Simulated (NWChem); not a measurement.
# AlHClO (SMILES [O][AlH][Cl]): UCCSD/6-31+G(d) (spherical functions)

Aim: the vertical electron affinity of AlHClO at UCCSD/6-31+G* (spherical functions), from 2 runs. 

Program for the calculation: NWChem 7.3.0.

1 further run of the same task is left out (it didn't finish).

## 1. Starting point

AlHClO has 4 atoms, charge 0, and is taken as a doublet. As SMILES, `[O][AlH][Cl]`. The coordinates come from a PBE0-D4/def2-TZVP relaxation.

Bond lengths: O1–Al2 1.729 Å, Al2–Cl3 2.081 Å, Al2–H4 1.566 Å. Angles: O1–Al2–Cl3 116.2°, O1–Al2–H4 118.8°, Cl3–Al2–H4 125.0°.

## 2. The energy at UCCSD/6-31+G(d) (spherical functions)

The input, input.xyz:

```xyz
4

O      0.290600    -1.035900     1.350600
Al     0.118400     0.049000     0.015600
Cl    -1.573200    -0.210600    -1.168800
H      1.219700     1.137300    -0.217800
```

The input, input.nw:

```
start input
memory stack 880 mb heap 220 mb global 1100 mb
charge 0

geometry units angstrom noautoz
load input.xyz
end

basis spherical bse
* library 6-31+G*
end

scf
doublet
uhf
thresh 1e-06
maxiter 60
noprint "final vectors analysis"
end

tce
scf
ccsd
freeze core 11
maxiter 100
end

task tce energy
```

Launch:

```
$ nwchem input.nw > input.out
```

Output, shortened:

```text
[...]
 Group name             Cs
[...]
  functions       =    64
[...]
  wavefunction    = UHF
[...]
         Total SCF energy =   -776.898664459276
      One electron energy =  -1313.203813182487
      Two electron energy =    417.414558869981
 Nuclear repulsion energy =    118.890589853229
                       Sz =      0.5000
                 Sz(Sz+1) =      0.7500
                      S^2 =      0.7575
[...]
         Wavefunction type : Unrestricted Hartree-Fock
          No. of electrons :    39
[...]
         Spin multiplicity : doublet
[...]
 CCSD total energy / hartree       =      -777.244549118195891
[...]
```

Run time: 26 s. Hardware: 1 thread of INTEL XEON PLATINUM 8581C at 2.30GHz (Emerald Rapids), shared host; peak memory 0.39 GiB.

## 3. The singlet anion, same level

The input, run.py:

```python
from ase import Atoms
from ase.calculators.nwchem import NWChem

system = Atoms(['O', 'Al', 'Cl', 'H'], positions=[
    [0.290600, -1.035900, 1.350600],
    [0.118400, 0.049000, 0.015600],
    [-1.573200, -0.210600, -1.168800],
    [1.219700, 1.137300, -0.217800],
])

calc = NWChem(
    label='alclho',
    theory='tce',
    memory='2200 mb',
    basis='6-31+G*',
    basispar='spherical bse',
    charge=-1,
    scf={'nopen': '0', 'rhf': None, 'thresh': '1e-06', 'maxiter': '80'},
    tce={'scf': None, 'ccsd': None, 'freeze': 'core 11', 'maxiter': '100'},
    task='energy',
)
system.calc = calc

e = system.get_potential_energy()
print(f"E = {e:.6f} eV")
```

Launch:

```
$ export ASE_NWCHEM_COMMAND="nwchem PREFIX.nwi > PREFIX.nwo"
$ python run.py
```

Output:

```text
E = -21152.362564 eV
```

The calculator wrote alclho.nwi:

```
title "alclho"

permanent_dir alclho

scratch_dir alclho

start alclho

geometry units angstrom nocenter noautosym noautoz
  O  2.9060000000000002e-01 -1.0359000000000000e+00 1.3506000000000000e+00
  Al 1.1840000000000001e-01 4.9000000000000002e-02 1.5599999999999999e-02
  Cl -1.5731999999999999e+00 -2.1060000000000001e-01 -1.1688000000000001e+00
  H  1.2197000000000000e+00 1.1373000000000000e+00 -2.1779999999999999e-01
end

charge -1

memory 2200 mb

basis spherical bse noprint
   * library 6-31+G*
end

scf
  nopen 0
  rhf
  thresh 1e-06
  maxiter 80
end
tce
  scf
  ccsd
  freeze core 11
  maxiter 100
end

task tce energy
```

alclho.nwo, shortened:

```text
[...]
  functions       =    64
[...]
  wavefunction    = RHF
[...]
         Total SCF energy =   -776.925797313929
      One-electron energy =  -1322.700421297660
      Two-electron energy =    426.884034132707
 Nuclear repulsion energy =    118.890589851023
        Time for solution =      6.8s
[...]
         Wavefunction type : Restricted Hartree-Fock
          No. of electrons :    40
[...]
         Spin multiplicity : singlet
[...]
 CCSD total energy / hartree       =      -777.334992966403661
[...]
```

Wall time 18 s (1 thread of INTEL XEON PLATINUM 8581C at 2.30GHz (Emerald Rapids), shared host); peak memory 0.39 GiB.

## 4. What came out

Level: UCCSD/6-31+G* (spherical functions), 11 core orbitals frozen.

```
                                                            quantity          value
                                        doublet AlHClO: total energy  -777.24455 Eh
        doublet AlHClO: correlation energy (11 core orbitals frozen)     -345.9 mEh
                   doublet AlHClO: ⟨S²⟩ of the reference determinant          0.757
                                         singlet anion: total energy  -777.33499 Eh
                  singlet anion: HOMO energy (Hartree–Fock orbitals)       -4.14 eV
                  singlet anion: LUMO energy (Hartree–Fock orbitals)        4.84 eV
singlet anion: HOMO–LUMO gap (to an unbound level, set by the basis)        8.98 eV
         singlet anion: correlation energy (11 core orbitals frozen)     -409.2 mEh
                   vertical electron affinity (to the singlet anion)       2.461 eV
```

**Reading.** At fixed nuclei the extra electron is bound by 2.46 eV (57 kcal/mol). Mulliken charges (singlet anion) run from -1.00 on O1 to +0.63 on Al2; in a basis this large or diffuse they mean little.
